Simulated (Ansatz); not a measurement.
# C6H10: how energies converge with the basis set

The task here is to estimate one member of a computed series from the others.

Method: one geometry, several basis sets; program: Ansatz 0.2.0, Gaussian basis.

The runs, in order: PBE0-D4/def2-SVP; ωB97M-V/def2-SVP; PBE0-D4/def2-QZVPP; ωB97M-V/def2-QZVPP; the functionals' def2-TZVPP values are taken from earlier runs.

## The geometry

The geometry comes from an earlier relaxation with PBE0-D4 in a triple-zeta def2 set; it is a stationary point, not always the lowest conformer.

SMILES `C1C[C@@H]2C[C@@H]2C1`, 16 atoms, charge 0, spin multiplicity 1.

Atoms are counted from 1 here; the program's logs count them from 0.

Bond lengths: C1–C2 1.534 Å, C1–C6 1.534 Å, C1–H7 1.091 Å, C1–H8 1.093 Å, C2–C3 1.512 Å, C2–H9 1.094 Å, C2–H10 1.095 Å, C3–C4 1.499 Å, C3–C5 1.504 Å, C3–H11 1.084 Å, C4–C5 1.499 Å, C4–H12 1.084 Å, C4–H13 1.083 Å, C5–C6 1.512 Å, C5–H14 1.084 Å, C6–H15 1.095 Å, C6–H16 1.094 Å. Angles: C2–C1–C6 105.1°, C2–C1–H7 112.6°, C2–C1–H8 110.1°, C6–C1–H7 112.6°, C6–C1–H8 110.1°, H7–C1–H8 106.6°, C1–C2–C3 104.7°, C1–C2–H9 112.3°, C1–C2–H10 110.3°, C3–C2–H9 113.4°, C3–C2–H10 109.0°, H9–C2–H10 107.2°, C2–C3–C4 117.4°, C2–C3–C5 107.9°, C2–C3–H11 118.8°, C4–C3–C5 59.9°, C4–C3–H11 118.1°, C5–C3–H11 120.8° and more.

As a file:

```xyz
16
C6H10
C    -0.9026    0.9347    0.4533
C     0.3853    0.5588    1.1967
C     1.0208   -0.5149    0.3432
C     0.1319   -1.6137   -0.1567
C     0.4173   -0.4307   -1.0321
C    -0.5915    0.6951   -1.0294
H    -1.2183    1.9599    0.6546
H    -1.7226    0.2876    0.7735
H     0.1918    0.2379    2.2243
H     1.0607    1.4193    1.2473
H     2.0743   -0.7310    0.4752
H    -0.8581   -1.7284    0.2707
H     0.6088   -2.5487   -0.4233
H     1.0252   -0.5845   -1.9158
H    -0.1320    1.5858   -1.4708
H    -1.4910    0.4728   -1.6107
```

Set-up of the first run:

in.yaml reads:

```yaml
crystal:
  periodic: [false, false, false]
  atoms:
    - {symbol: C, position_ang: [-0.902617, 0.934724, 0.453309]}
    - {symbol: C, position_ang: [0.385292, 0.558778, 1.196669]}
    - {symbol: C, position_ang: [1.020757, -0.514908, 0.343219]}
    - {symbol: C, position_ang: [0.131934, -1.613697, -0.156735]}
    - {symbol: C, position_ang: [0.417277, -0.430664, -1.032125]}
    - {symbol: C, position_ang: [-0.591473, 0.695130, -1.029395]}
    - {symbol: H, position_ang: [-1.218266, 1.959926, 0.654608]}
    - {symbol: H, position_ang: [-1.722625, 0.287635, 0.773481]}
    - {symbol: H, position_ang: [0.191775, 0.237887, 2.224315]}
    - {symbol: H, position_ang: [1.060702, 1.419306, 1.247317]}
    - {symbol: H, position_ang: [2.074321, -0.730992, 0.475208]}
    - {symbol: H, position_ang: [-0.858146, -1.728449, 0.270672]}
    - {symbol: H, position_ang: [0.608801, -2.548743, -0.423253]}
    - {symbol: H, position_ang: [1.025182, -0.584534, -1.915802]}
    - {symbol: H, position_ang: [-0.131955, 1.585795, -1.470768]}
    - {symbol: H, position_ang: [-1.490980, 0.472790, -1.610711]}
basis:
  gaussian: {orbitals: def2-SVP}
hamiltonian: {xc: pbe0, dispersion: d4}
output: {orbitals: {seedname: orbitals}}
```

Launch:

```
> ansatz run in.yaml --threads 2 --pin off --events-out ev --progress --plain --max-ram 32768MiB --backend cpu
```

Steps of the session up to this table: PBE0-D4 in def2-SVP; ωB97M-V in def2-SVP; PBE0-D4 in def2-QZVPP; ωB97M-V in def2-QZVPP.

One table of the session follows, with a row left open; its other results are not shown here.

It belongs to the step «Density functionals: the series». 

```
functional       basis  HOMO (eV)  LUMO (eV)
   PBE0-D4    def2-SVP      -7.56       1.87
   PBE0-D4  def2-TZVPP      -7.54       1.34
   PBE0-D4  def2-QZVPP      -7.55       0.85
   ωB97M-V    def2-SVP          ?          ?
   ωB97M-V  def2-TZVPP      -9.82       2.76
   ωB97M-V  def2-QZVPP      -9.82       1.98
```

Q: Estimate the row for ωB97M-V, def2-SVP from the others.

**Answer.** HOMO (eV): -9.83; LUMO (eV): 3.52. In the column «HOMO (eV)» it is the lowest.
